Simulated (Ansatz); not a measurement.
C4H6O2 (`C=COC(C)=O`), relaxed with RKS PBE-D4/def2-SVP in Ansatz 0.2.0 from a rough embedded geometry. The force threshold is 0.03 eV/Å; the program also tests the step.

The species carries charge 0 and has multiplicity 1.

Start:

```xyz
12

C     0.480    0.939   -2.385
C    -0.099    0.875   -1.150
O     0.283   -0.088   -0.218
C    -0.467   -0.181    0.952
C     0.084   -1.232    1.818
O    -1.335    0.652    1.300
H     1.286    0.261   -2.616
H     0.210    1.697   -3.032
H    -0.937    1.549   -0.818
H     1.106   -1.063    2.045
H    -0.103   -2.167    1.330
H    -0.508   -1.240    2.774
```

| step | energy (eV) | largest force (eV/Å) | largest move (Å) |
| --- | --- | --- | --- |
| 1 | -8323.4095 | 3.690 | 0.000 |
| 2 | -8323.6606 | 2.551 | 0.168 |
| 3 | -8323.7010 | 2.638 | 0.189 |
| 4 | -8323.7910 | 0.227 | 0.156 |
| 5 | -8323.7953 | 0.087 | 0.030 |
| 6 | -8323.7963 | 0.025 | 0.018 |

End:

```xyz
12

C     0.489    0.931   -2.340
C    -0.114    0.889   -1.143
O     0.223   -0.086   -0.226
C    -0.468   -0.115    0.970
C     0.056   -1.232    1.835
O    -1.356    0.660    1.250
H     1.258    0.196   -2.618
H     0.212    1.713   -3.060
H    -0.894    1.584   -0.797
H     1.129   -1.064    2.060
H    -0.012   -2.198    1.297
H    -0.523   -1.277    2.773
```

It took 8.5 s on 4 threads of an Arm Neoverse V1 on a shared host, with 0.15 GiB of host memory at the peak.
